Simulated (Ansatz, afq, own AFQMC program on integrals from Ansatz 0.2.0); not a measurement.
AFQMC on a folder of integrals that Ansatz 0.2.0 wrote.

```yaml
crystal:
  periodic: [false, false, false]
  atoms:
    - {symbol: B, position_ang: [0.000000, -0.180894, 1.884558]}
    - {symbol: Al, position_ang: [0.000000, 0.113065, -0.689713]}
    - {symbol: H, position_ang: [0.000000, -1.086405, -1.750532]}
basis:
  gaussian: {orbitals: 6-31G}
magnetization: {spin_polarized: false, initial_magnetization: 1}
correlation: {method: ccsd_t, electrons: outside_noble_gas, hamiltonian_folder: ham}
```

```sh
$ ansatz run in.yaml --threads 1 --pin off --events-out ev --progress --plain --max-ram 16896MiB --backend cuda --devices 0, --max-vram 18GiB
```

Options of the walk:

```
--method phaseless --trial cisd --walkers 4000 --populations 20 --least-time 60 --time-step 0.005 --steps-per-block 50 --equilibration-blocks 28 --max-blocks 4000 --target-error 0.00016 --factor-cut 1e-05 --start spin_pure --seed 5333 --release-times 0.24,0.51,0.99,1.62,2.4 --release-step 0.03 --release-every 3 --taylor-order 6
```

Times are imaginary, in 1/Eh. The walk had a cap of 122 s. With eight or more populations the least sampling time is a fifth of least-time, and the error comes from their spread.

Log:

```
orbitals 18  electrons 4 3  factors 108 of 296
reference energy -266.95077770 Eh
CCSD correlation -0.10235883 Eh in 22 cycles, weight of the determinant in the CISD state 0.8122
energy of the start -267.053131 Eh
 block  time / (1/Eh)  mean weight  energy / Eh
     1     0.250  0.9999  -267.052398
     2     0.500  1.0000  -267.052318
     3     0.750  1.0000  -267.052534
     4     1.000  0.9999  -267.052848
     5     1.250  0.9999  -267.053282
    12     3.000  0.9999  -267.055499
    19     4.750  0.9999  -267.056251
    20     5.000  0.9999  -267.056175
    26     6.500  1.0001  -267.056786
    33     8.250  1.0001  -267.057301
    40    10.000  1.0001  -267.057004
    47    11.750  1.0001  -267.057287
    54    13.500  0.9999  -267.057334
    61    15.250  1.0000  -267.056933
    68    17.000  1.0000  -267.057160
    74    18.500  1.0001  -267.057932
    75    18.750  1.0000  -267.057130
    78    19.500  1.0000  -267.057280
error from the spread of 20 populations
released: time / (1/Eh)  energy / Eh  error  mean overlap
  0.24  -267.057112  0.000134  0.9996
  0.51  -267.057256  0.000116  0.9981
  0.99  -267.056973  0.000550  0.9965
  1.62  -267.057685  0.000073  0.9958
  2.40  -267.057944  0.000076  0.9905
energy -267.057073 +/- 0.000133 Eh
(rows thinned)
```

The run passed its tests (sampling time, drift between the halves within three errors, error under three times the target), which doesn't prove that it has relaxed.

Against this walk (error 3.6 meV) on the same determinant: CCSD(T) 14.5 meV higher, CCSDT(Q) 42.0 meV lower, CCSDTQ 43.5 meV lower, full CI 43.7 meV lower. The error is statistical and leaves out the bias of the constraint. The released energies have errors that jump between times, so the bars are unsure (meV from the phaseless value at times in 1/Eh: -1 ± 4 at 0.24, -5 ± 3 at 0.51, 3 ± 15 at 0.99, -16.7 ± 2.0 at 1.62, -23.7 ± 2.1 at 2.40), so they give no level; they do show a bias of the constraint, and the last of them that isn't too noisy lies 20 meV above full CI. Full CI is exact here, so the walk's 44 meV above it is the walk's own error: the bias of the constraint with this trial.

Cautions: constraint bias not in the error; a spin-contaminated unrestricted determinant lies lower (UHF 315 meV lower, ⟨S²⟩ 1.50); strong correlation (T1 0.063, weight of the determinant 0.81, largest double 0.18).

The walk took 23 s on 1 × NVIDIA H100 80GB HBM3 with 2 threads of AMD EPYC 7R13 Processor (Zen 3), on a shared host (the card was shared). The log's last line is the phaseless energy.

CCSDT and higher add their correlation energy to the determinant of the CCSD(T) run, since their own runs factorise the integrals more tightly (a shift of under 2 meV). A walk keeps the symmetry of its determinant, which the program's search chose and which needn't be the lowest solution, so a lower state of the same spin and another symmetry isn't excluded.
